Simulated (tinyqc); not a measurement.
Inside a calculation. Method: CIS on RHF in the sto-3g basis, frozen core, for H2O, spin multiplicity 1. Computed by tinyqc, a small Python program that keeps every step (integrals from PySCF). Settings: charge = 0, multiplicity = 1, basis = sto-3g, method = RHF, frozen orbitals = 1, energy threshold = 1e-10, iteration cap = 74, orthogonalisation = canonical, start = core, DIIS depth = 6. Command: `OMP_NUM_THREADS=1 python tinyqc.py 29098 29099 out.jsonl` (the two numbers bound the seeds that draw the settings). One thread of a shared host (Intel(R) Xeon(R) Processor @ 2.60GHz), about 0.06 s of CPU time with the checks. The early iterations of the SCF are left out here.

## One-electron integrals

Geometry (angstrom):
```
atom         x          y         z
O     0.000000   0.000000  0.000000
H     0.000000   0.837000  0.558000
H     0.000000  -0.888000  0.593000
```

Basis sto-3g: exponents (1/bohr^2) and contraction coefficients of normalised primitives:
```
element  l (shell)    exponent  coefficient
O            s (1)  130.709320     0.154329
O            s (1)   23.808861     0.535328
O            s (1)    6.443608     0.444635
O            s (2)    5.033151    -0.099967
O            s (2)    1.169596     0.399513
O            s (2)    0.380389     0.700115
O            p (3)    5.033151     0.155916
O            p (3)    1.169596     0.607684
O            p (3)    0.380389     0.391957
H            s (1)    3.425251     0.154329
H            s (1)    0.623914     0.535328
H            s (1)    0.168855     0.444635
```

Overlap, kinetic and nuclear-attraction integrals over the contracted functions; the nuclear repulsion is the sum of Za Zb / Rab.

nuclear repulsion = 8.47971246 hartree

overlap S, lower triangle:
```
           1O 1s     1O 2s    1O 2px     1O 2py    1O 2pz     2H 1s     3H 1s
1O 1s   1.000000
1O 2s   0.236704  1.000000
1O 2px  0.000000  0.000000  1.000000
1O 2py  0.000000  0.000000  0.000000   1.000000
1O 2pz  0.000000  0.000000  0.000000   0.000000  1.000000
2H 1s   0.048065  0.443372  0.000000   0.312878  0.208585  1.000000
3H 1s   0.041469  0.405203  0.000000  -0.293507  0.196002  0.184066  1.000000
```

kinetic energy T (hartree), lower triangle:
```
            1O 1s     1O 2s    1O 2px     1O 2py    1O 2pz      2H 1s     3H 1s
1O 1s   29.003200
1O 2s   -0.168011  0.808128
1O 2px   0.000000  0.000000  2.528731
1O 2py   0.000000  0.000000  0.000000   2.528731
1O 2pz   0.000000  0.000000  0.000000   0.000000  2.528731
2H 1s   -0.005421  0.106454  0.000000   0.206461  0.137641   0.760032
3H 1s   -0.007737  0.081862  0.000000  -0.171700  0.114660  -0.003666  0.760032
```

nuclear attraction V (hartree), lower triangle:
```
             1O 1s       1O 2s     1O 2px      1O 2py     1O 2pz      2H 1s      3H 1s
1O 1s   -61.640081
1O 2s    -7.424902  -10.065245
1O 2px    0.000000    0.000000  -9.922492
1O 2py   -0.001321   -0.013831   0.000000  -10.066679
1O 2pz   -0.014724   -0.177321   0.000000   -0.006815  -9.986675
2H 1s    -1.548730   -3.529086   0.000000   -2.214313  -1.525397  -5.614908
3H 1s    -1.333436   -3.163667   0.000000    2.022132  -1.398013  -1.139866  -5.404174
```

core Hamiltonian H = T + V (hartree), lower triangle:
```
             1O 1s      1O 2s     1O 2px     1O 2py     1O 2pz      2H 1s      3H 1s
1O 1s   -32.636881
1O 2s    -7.592913  -9.257117
1O 2px    0.000000   0.000000  -7.393761
1O 2py   -0.001321  -0.013831   0.000000  -7.537947
1O 2pz   -0.014724  -0.177321   0.000000  -0.006815  -7.457944
2H 1s    -1.554151  -3.422632   0.000000  -2.007852  -1.387756  -4.854876
3H 1s    -1.341173  -3.081805   0.000000   1.850432  -1.283353  -1.143533  -4.644142
```

## Two-electron integrals

Functions are numbered as in S; the eight-fold symmetry (ij|kl) = (ji|kl) = (kl|ij) leaves the list below.

Two-electron integrals (ij|kl) in chemists' order, unique and non-zero (hartree):
```
(11|11) 4.785065    (21|11) 0.741380    (21|21) 0.136873    (22|11) 1.118947
(22|21) 0.256633    (22|22) 0.817206    (31|31) 0.024477    (32|31) 0.037809
(32|32) 0.180518    (33|11) 1.115814    (33|21) 0.256684    (33|22) 0.817023
(33|33) 0.880159    (41|41) 0.024477    (42|41) 0.037809    (42|42) 0.180518
(43|43) 0.047444    (44|11) 1.115814    (44|21) 0.256684    (44|22) 0.817023
(44|33) 0.785270    (44|44) 0.880159    (51|51) 0.024477    (52|51) 0.037809
(52|52) 0.180518    (53|53) 0.047444    (54|54) 0.047444    (55|11) 1.115814
(55|21) 0.256684    (55|22) 0.817023    (55|33) 0.785270    (55|44) 0.785270
(55|55) 0.880159    (61|11) 0.152761    (61|21) 0.027964    (61|22) 0.052093
(61|33) 0.051993    (61|41) 0.001074    (61|42) 0.002010    (61|44) 0.052206
(61|51) 0.000716    (61|52) 0.001340    (61|54) 0.000142    (61|55) 0.052088
(61|61) 0.005788    (62|11) 0.370789    (62|21) 0.086103    (62|22) 0.303474
(62|33) 0.298325    (62|41) 0.005377    (62|42) 0.041041    (62|44) 0.308819
(62|51) 0.003585    (62|52) 0.027361    (62|54) 0.006996    (62|55) 0.302989
(62|61) 0.017933    (62|62) 0.139406    (63|31) 0.009019    (63|32) 0.052470
(63|43) 0.008532    (63|53) 0.005688    (63|63) 0.019891    (64|11) 0.221880
(64|21) 0.052192    (64|22) 0.196427    (64|33) 0.187510    (64|41) 0.011877
(64|42) 0.077631    (64|44) 0.211129    (64|51) 0.001905    (64|52) 0.016775
(64|54) 0.010058    (64|55) 0.190423    (64|61) 0.011352    (64|62) 0.109602
(64|64) 0.105072    (65|11) 0.147920    (65|21) 0.034795    (65|22) 0.130951
(65|33) 0.125006    (65|41) 0.001905    (65|42) 0.016775    (65|44) 0.129377
(65|51) 0.010289    (65|52) 0.063653    (65|54) 0.011446    (65|55) 0.138325
(65|61) 0.007568    (65|62) 0.073068    (65|64) 0.056787    (65|65) 0.057750
(66|11) 0.509663    (66|21) 0.120277    (66|22) 0.486053    (66|33) 0.466386
(66|41) 0.009753    (66|42) 0.102520    (66|44) 0.506814    (66|51) 0.006502
(66|52) 0.068346    (66|54) 0.026952    (66|55) 0.484354    (66|61) 0.025276
(66|62) 0.280731    (66|64) 0.251982    (66|65) 0.167988    (66|66) 0.774606
(71|11) 0.131590    (71|21) 0.024100    (71|22) 0.044935    (71|33) 0.044847
(71|41) -0.000924   (71|42) -0.001735   (71|44) 0.045034    (71|51) 0.000617
(71|52) 0.001158    (71|54) -0.000125   (71|55) 0.044931    (71|61) 0.004902
(71|62) 0.014932    (71|64) 0.008642    (71|65) 0.006308    (71|66) 0.020793
(71|71) 0.004299    (72|11) 0.332136    (72|21) 0.077184    (72|22) 0.273572
(72|33) 0.268829    (72|41) -0.004828   (72|42) -0.037460   (72|44) 0.278486
(72|51) 0.003224    (72|52) 0.025015    (72|54) -0.006449   (72|55) 0.273136
(72|61) 0.015516    (72|62) 0.100222    (72|64) 0.054455    (72|65) 0.051151
(72|66) 0.164198    (72|71) 0.013870    (72|72) 0.115039    (73|31) 0.007929
(73|32) 0.046691    (73|43) -0.007707   (73|53) 0.005147    (73|63) 0.013600
(73|73) 0.016073    (74|11) -0.203173   (74|21) -0.047810   (74|22) -0.180918
(74|33) -0.172779   (74|41) 0.010542    (74|42) 0.070039    (74|44) -0.194277
(74|51) -0.001745   (74|52) -0.015592   (74|54) 0.009209    (74|55) -0.175492
(74|61) -0.009194   (74|62) -0.056171   (74|64) -0.017478   (74|65) -0.028041
(74|66) -0.082892   (74|71) -0.008957   (74|72) -0.092430   (74|74) 0.089475
(75|11) 0.135677    (75|21) 0.031927    (75|22) 0.120816    (75|33) 0.115381
(75|41) -0.001745   (75|42) -0.015592   (75|44) 0.119443    (75|51) 0.009094
(75|52) 0.057103    (75|54) -0.010420   (75|55) 0.127486    (75|61) 0.006697
(75|62) 0.051984    (75|64) 0.027683    (75|65) 0.039726    (75|66) 0.092949
(75|71) 0.005981    (75|72) 0.061724    (75|74) -0.049017   (75|75) 0.048806
(76|11) 0.114401    (76|21) 0.026796    (76|22) 0.102122    (76|33) 0.099925
(76|41) -0.000031   (76|42) -0.000379   (76|44) 0.102215    (76|51) 0.001788
(76|52) 0.016135    (76|54) -0.000094   (76|55) 0.104115    (76|61) 0.005508
(76|62) 0.045462    (76|64) 0.030827    (76|65) 0.026861    (76|66) 0.092720
(76|71) 0.004755    (76|72) 0.041755    (76|74) -0.029324   (76|75) 0.025149
(76|76) 0.018347    (77|11) 0.483476    (77|21) 0.114172    (77|22) 0.465130
(77|33) 0.446602    (77|41) -0.008952   (77|42) -0.096743   (77|44) 0.484638
(77|51) 0.005978    (77|52) 0.064604    (77|54) -0.025400   (77|55) 0.463564
(77|61) 0.022888    (77|62) 0.174633    (77|64) 0.085624    (77|65) 0.097107
(77|66) 0.303908    (77|71) 0.020680    (77|72) 0.250314    (77|74) -0.229507
(77|75) 0.153263    (77|76) 0.092720    (77|77) 0.774606
```

## Orthogonalisation

S = U s U^T; canonical form X = U s^(-1/2), so that X^T S X = 1. Each column of U has its largest component positive (the first on a tie).

eigenvalues of S: 0.389784  0.474962  0.892837  1.000000  1.087619  1.345695  1.809104

X:
```
                1          2          3         4          5          6         7
1O 1s   -0.317142   0.096316   0.745400  0.000000  -0.611036  -0.009948  0.172927
1O 2s    1.080556  -0.254744  -0.271868  0.000000  -0.279692  -0.017096  0.447695
1O 2px   0.000000   0.000000   0.000000  1.000000   0.000000   0.000000  0.000000
1O 2py   0.252026   0.882938  -0.003056  0.000000   0.007611   0.669976  0.021814
1O 2pz   0.454404  -0.108987   0.655705  0.000000   0.653910  -0.011119  0.189215
2H 1s   -0.910092  -0.604398  -0.167771  0.000000   0.138292   0.361230  0.394902
3H 1s   -0.446182   0.935149  -0.179959  0.000000   0.145146  -0.404031  0.360832
```

## Iteration 9 (converged): orbitals

converged F (hartree), lower triangle:
```
             1O 1s      1O 2s     1O 2px     1O 2py     1O 2pz      2H 1s      3H 1s
1O 1s   -20.231157
1O 2s    -5.160931  -2.416026
1O 2px    0.000000   0.000000  -0.380953
1O 2py   -0.001327  -0.015005   0.000000  -0.269684
1O 2pz   -0.026928  -0.087695   0.000000  -0.014523  -0.300207
2H 1s    -1.064927  -0.937790   0.000000  -0.401471  -0.322525  -0.510886
3H 1s    -0.919986  -0.845931   0.000000   0.379231  -0.307887  -0.276849  -0.442271
```

Diagonalise F' = X^T F X, C = X C', fill 5 alpha and 5 beta electrons from the bottom; D = 2 C_occ C_occ^T. Each column has its largest component positive (the first on a tie).

F' = X^T F X (hartree), lower triangle:
```
           1          2          3          4          5          6          7
1   0.052145
2   0.228430   0.587083
3   1.815897  -0.661469  -9.008747
4   0.000000   0.000000   0.000000  -0.380953
5  -1.351230   0.534914   8.762614   0.000000  -9.244073
6   0.009870   0.106386   0.173232   0.000000  -0.185166  -0.582718
7   0.307464  -0.160692  -4.074498   0.000000   4.276758   0.083490  -3.088749
```

orbital energies (hartree): MO1 -20.239712, MO2 -1.224098, MO3 -0.588027, MO4 -0.423617, MO5 -0.380953, MO6 0.508067, MO7 0.682328

coefficients C:
```
              MO1        MO2        MO3        MO4       MO5        MO6        MO7
1O 1s    0.994289  -0.236424   0.010101   0.093684  0.000000   0.121695  -0.025496
1O 2s    0.025175   0.862681  -0.053947  -0.485319  0.000000  -0.755296   0.177732
1O 2px   0.000000   0.000000   0.000000   0.000000  1.000000   0.000000   0.000000
1O 2py   0.000384   0.014927   0.593378  -0.020783  0.000000   0.154426   0.957031
1O 2pz   0.003432   0.097631   0.031274   0.784171  0.000000  -0.686020   0.125560
2H 1s   -0.005557   0.164200   0.450188   0.276960  0.000000   0.626089  -0.910448
3H 1s   -0.004860   0.142188  -0.441966   0.321357  0.000000   0.851424   0.613766
```

D after iteration 9, lower triangle:
```
            1O 1s      1O 2s    1O 2px     1O 2py    1O 2pz      2H 1s     3H 1s
1O 1s    2.106769
1O 2s   -0.449877   1.966594
1O 2px   0.000000   0.000000  2.000000
1O 2py   0.001799  -0.018076  0.000000   0.705504
1O 2pz   0.108221  -0.595899  0.000000   0.007437  1.250891
2H 1s   -0.027704  -0.034376  0.000000   0.527648  0.494550   0.612737
3H 1s   -0.025615  -0.019156  0.000000  -0.533622  0.504085  -0.173181  0.637691
```

## Convergence

Stop when the energy changes by less than 1e-10 hartree and every element of the error matrix X^T (F D S - S D F) X is below 3e-06.

Course of the cycle:
```
iteration   E (hartree)     change  largest element of the error matrix
1          -73.27880465          -                             8.63e-01
2          -74.90990011  -1.63e+00                             2.08e-01
3          -74.94971888  -3.98e-02                             3.58e-02
4          -74.95154387  -1.82e-03                             7.28e-03
5          -74.95165450  -1.11e-04                             2.07e-03
6          -74.95166375  -9.25e-06                             1.39e-04
7          -74.95166379  -3.71e-08                             8.04e-06
8          -74.95166379  -1.04e-10                             9.14e-07
9          -74.95166379  -1.83e-12                             1.46e-07
```

PySCF RHF in the same basis = -74.95166379 hartree

Converged in 9 iterations.

## Integrals over molecular orbitals

(pq|rs) = sum C_ip C_jq C_kr C_ls (ij|kl), one index at a time.

one-electron integrals over orbitals h = C^T H C (hartree), lower triangle:
```
            1          2          3          4          5          6          7
1  -32.619723
2    0.565045  -7.593787
3   -0.023696   0.024780  -6.147967
4   -0.209526   0.475612  -0.086791  -6.819730
5    0.000000   0.000000   0.000000   0.000000  -7.393761
6   -0.281302   1.264125  -0.317304   1.171914   0.000000  -5.248053
7    0.058566  -0.283878  -1.735138  -0.105523   0.000000  -0.055400  -5.578854
```

Two-electron integrals over orbitals (pq|rs), unique and non-zero (hartree); the lowest 1 orbital is frozen and left out:
```
(22|22) 0.721999    (32|22) 0.007143    (32|32) 0.137720    (33|22) 0.624318
(33|32) -0.003597   (33|33) 0.608294    (42|22) -0.011820   (42|32) 0.002245
(42|33) 0.005160    (42|42) 0.128651    (43|22) 0.008438    (43|32) 0.025669
(43|33) 0.003849    (43|42) -0.008551   (43|43) 0.050417    (44|22) 0.674522
(44|32) -0.008191   (44|33) 0.580977    (44|42) -0.101690   (44|43) 0.009973
(44|44) 0.752094    (52|52) 0.147670    (53|52) -0.004722   (53|53) 0.027305
(54|52) -0.043475   (54|53) 0.002620    (54|54) 0.051442    (55|22) 0.750449
(55|32) -0.004547   (55|33) 0.611001    (55|42) -0.072040   (55|43) 0.011314
(55|44) 0.715739    (55|55) 0.880159    (62|22) -0.132078   (62|32) 0.011500
(62|33) -0.065882   (62|42) -0.027473   (62|43) -0.005135   (62|44) -0.078056
(62|55) -0.147359   (62|62) 0.094977    (63|22) 0.032040    (63|32) 0.042516
(63|33) 0.017712    (63|42) -0.011334   (63|43) 0.035492    (63|44) 0.022781
(63|55) 0.036300    (63|62) -0.016436   (63|63) 0.081035    (64|22) -0.110803
(64|32) -0.011632   (64|33) -0.043662   (64|42) 0.032114    (64|43) -0.008601
(64|44) -0.124414   (64|55) -0.129309   (64|62) 0.061262    (64|63) -0.026604
(64|64) 0.080155    (65|52) -0.055410   (65|53) 0.005655    (65|54) -0.002092
(65|65) 0.035867    (66|22) 0.591096    (66|32) -0.028983   (66|33) 0.555654
(66|42) 0.053810    (66|43) -0.018782   (66|44) 0.543054    (66|55) 0.574794
(66|62) -0.086889   (66|63) -0.014273   (66|64) -0.041521   (66|66) 0.591627
(72|22) 0.030543    (72|32) 0.047809    (72|33) 0.009392    (72|42) -0.001097
(72|43) -0.028955   (72|44) 0.021899    (72|55) 0.032891    (72|62) -0.007568
(72|63) -0.028629   (72|64) -0.015092   (72|66) 0.017707    (72|72) 0.067854
(73|22) 0.152013    (73|32) -0.016075   (73|33) 0.088709    (73|42) -0.070882
(73|43) 0.002163    (73|44) 0.155217    (73|55) 0.194404    (73|62) -0.070963
(73|63) 0.012239    (73|64) -0.081848   (73|66) 0.045114    (73|72) 0.020486
(73|73) 0.151226    (74|22) 0.006020    (74|32) -0.070915   (74|33) 0.006781
(74|42) 0.001190    (74|43) -0.003485   (74|44) 0.012987    (74|55) 0.011036
(74|62) -0.012290   (74|63) -0.046897   (74|64) 0.004963    (74|66) 0.024509
(74|72) -0.015590   (74|73) 0.018082    (74|74) 0.065115    (75|52) 0.011768
(75|53) 0.023235    (75|54) -0.001261   (75|65) -0.002191   (75|75) 0.025869
(76|22) -0.003740   (76|32) -0.090111   (76|33) 0.006376    (76|42) -0.010877
(76|43) -0.051543   (76|44) 0.013029    (76|55) 0.004912    (76|62) 0.002646
(76|63) -0.064786   (76|64) 0.013264    (76|66) 0.031507    (76|72) 0.004188
(76|73) 0.022312    (76|74) 0.052534    (76|76) 0.106580    (77|22) 0.620437
(77|32) 0.034139    (77|33) 0.593813    (77|42) -0.017931   (77|43) 0.021576
(77|44) 0.595763    (77|55) 0.621553    (77|62) -0.064636   (77|63) 0.042698
(77|64) -0.053209   (77|66) 0.542727    (77|72) 0.014497    (77|73) 0.093710
(77|74) -0.016950   (77|76) -0.030309   (77|77) 0.622923
```

## CIS matrix, singlets

A(ia,jb) = (e_a - e_i) d_ij d_ab + 2 (ia|jb) - (ij|ab).

CIS matrix A, singlet (hartree), lower triangle:
```
           2>6        2>7        3>6        3>7        4>6       4>7        5>6       5>7
2>6   1.331024
2>7  -0.011395   1.421697
3>6  -0.003890   0.032854   0.702511
3>7  -0.051814   0.006834   0.018102   0.978995
4>6   0.068713  -0.019306  -0.034426  -0.112153   0.548939
4>7  -0.013703  -0.013248  -0.042252   0.014588  -0.003104  0.640412
5>6   0.000000   0.000000   0.000000   0.000000   0.000000  0.000000   0.385962
5>7   0.000000   0.000000   0.000000   0.000000   0.000000  0.000000  -0.009293  0.493467
```

## CIS singlet states

dipole integrals <i|r|a> (bohr):
```
             x          y          z
2>6   0.000000   0.007520   0.048016
2>7   0.000000  -0.124280  -0.029024
3>6   0.000000   0.934231  -0.105447
3>7   0.000000  -0.168339  -0.606337
4>6   0.000000  -0.182094   0.460106
4>7   0.000000  -0.700443  -0.042387
5>6  -0.077343   0.000000   0.000000
5>7   0.013233   0.000000   0.000000
```

Diagonalise A (1 hartree = 27.211386 eV); each vector has its largest component positive (the first on a tie). The transition dipole is mu = sqrt2 sum c_ia <i|r|a>.

singlet excitation energies (eV): 10.480853  13.449620  13.956447  16.834363  19.711734  27.087634  36.611406  38.823810

lowest vectors:
```
      state 1    state 2    state 3    state 4    state 5    state 6
2>6  0.000000   0.000000  -0.065226   0.022480  -0.000391   0.192359
2>7  0.000000   0.000000   0.012823  -0.004177  -0.052235  -0.024880
3>6  0.000000   0.000000   0.160364   0.431784   0.883015   0.075157
3>7  0.000000   0.000000   0.215827  -0.083962  -0.082913   0.953885
4>6  0.000000   0.000000   0.959769  -0.094587  -0.106769  -0.214888
4>7  0.000000   0.000000   0.046126   0.892773  -0.446409   0.025633
5>6  0.996339  -0.085491   0.000000   0.000000   0.000000   0.000000
5>7  0.085491   0.996339   0.000000   0.000000   0.000000   0.000000
```

oscillator strengths 2/3 w |mu|^2: 0.002961  0.000258  0.063124  0.034361  1.344139  0.612617

## CIS matrix, triplets

A(ia,jb) = (e_a - e_i) d_ij d_ab - (ij|ab).

CIS matrix A, triplet (hartree), lower triangle:
```
           2>6        2>7        3>6        3>7        4>6       4>7        5>6       5>7
2>6   1.141069
2>7   0.003740   1.285990
3>6   0.028983   0.090111   0.540441
3>7   0.090111  -0.034139  -0.006376   0.676543
4>6  -0.053810   0.010877   0.018782   0.051543   0.388630
4>7   0.010877   0.017931   0.051543  -0.021576  -0.013029  0.510182
5>6   0.000000   0.000000   0.000000   0.000000   0.000000  0.000000   0.314227
5>7   0.000000   0.000000   0.000000   0.000000   0.000000  0.000000  -0.004912  0.441729
```

## CIS triplet states

Diagonalise A (1 hartree = 27.211386 eV); each vector has its largest component positive (the first on a tie).

triplet excitation energies (eV): 8.545423  10.037593  12.025190  12.828470  15.408021  18.369554  31.610171  35.363578

lowest vectors:
```
      state 1    state 2    state 3    state 4    state 5    state 6
2>6  0.000000   0.092692   0.000000  -0.016750  -0.062725  -0.152130
2>7  0.000000  -0.005229   0.000000   0.055616  -0.106671   0.065201
3>6  0.000000  -0.158286   0.000000  -0.591359   0.777262  -0.068478
3>7  0.000000  -0.183872   0.000000   0.121069   0.137022   0.948125
4>6  0.000000   0.959196   0.000000  -0.163028   0.090813   0.204660
4>7  0.000000   0.111629   0.000000   0.778258   0.594583  -0.164589
5>6  0.999261   0.000000  -0.038437   0.000000   0.000000   0.000000
5>7  0.038437   0.000000   0.999261   0.000000   0.000000   0.000000
```
